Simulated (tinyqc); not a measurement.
Worked calculation: Hueckel theory of the pi electrons, for the molecule c1cc[cH-]c1 (SMILES; centres numbered as the heavy atoms are written). Computed by tinyqc, a small Python program that keeps every step. Settings: charge = -1. Command: `OMP_NUM_THREADS=1 python tinyqc.py 29379 29380 out.jsonl` (the two numbers bound the seeds that draw the settings). One thread of a shared host (Intel(R) Xeon(R) Processor @ 2.60GHz), about 0.01 s of CPU time with the checks.

## The Hueckel matrix

Centres:
```
centre  z_r, pi electrons of the neutral centre         h
1C                                            1  0.000000
2C                                            1  0.000000
3C                                            1  0.000000
4C                                            1  0.000000
5C                                            1  0.000000
```

Bonds:
```
i  j  k
1  2  1
2  3  1
3  4  1
4  5  1
5  1  1
```

H_rr = alpha + h_r beta, H_rs = k_rs beta for bonded centres.

Hueckel matrix in units of beta (H = alpha + beta A), lower triangle:
```
          1C        2C        3C        4C        5C
1C  0.000000
2C  1.000000  0.000000
3C  0.000000  1.000000  0.000000
4C  0.000000  0.000000  1.000000  0.000000
5C  1.000000  0.000000  0.000000  1.000000  0.000000
```

## Orbitals

pi electrons, sum of z_r less the charge = 6

Diagonalise; E = alpha + x beta with beta < 0, so the largest x are filled first; degenerate levels share their electrons. P = sum n_i c_ri c_si; each orbital has its largest coefficient positive (the first on a tie).

x values: 2.000000  0.618034  0.618034  -1.618034  -1.618034

occupations: 2.000000  2.000000  2.000000  0.000000  0.000000

coefficients:
```
         MO1        MO2        MO3        MO4        MO5
1C  0.447214   0.113412   0.622204   0.000000   0.632456
2C  0.447214  -0.556705   0.300133  -0.371748  -0.511667
3C  0.447214  -0.457475  -0.436711   0.601501   0.195440
4C  0.447214   0.273970  -0.570036  -0.601501   0.195440
5C  0.447214   0.626797   0.084410   0.371748  -0.511667
```

charge and bond-order matrix P, lower triangle:
```
           1C         2C         3C        4C        5C
1C   1.200000
2C   0.647214   1.200000
3C  -0.247214   0.647214   1.200000
4C  -0.247214  -0.247214   0.647214  1.200000
5C   0.647214  -0.247214  -0.247214  0.647214  1.200000
```

Within a degenerate level the vectors are fixed only up to a rotation; this is one choice.

## Energy, charges, bond orders

E = sum n x; q_r = z_r - P_rr; bond order p = P_rs; free valence = sqrt(3) - sum of p over the bonds of the atom.

pi energy = 6 alpha + this times beta = 6.472136

pi charges: 1C -0.200000, 2C -0.200000, 3C -0.200000, 4C -0.200000, 5C -0.200000

Bond orders and lengths from R = 1.517 - 0.180 p (angstrom, C-C alone):
```
bond         p         R
1-2   0.647214  1.400502
2-3   0.647214  1.400502
3-4   0.647214  1.400502
4-5   0.647214  1.400502
5-1   0.647214  1.400502
```

free valence of the carbons: 1C 0.437624, 2C 0.437624, 3C 0.437624, 4C 0.437624, 5C 0.437624

gap between the highest filled and the next level = 2.236068 |beta|
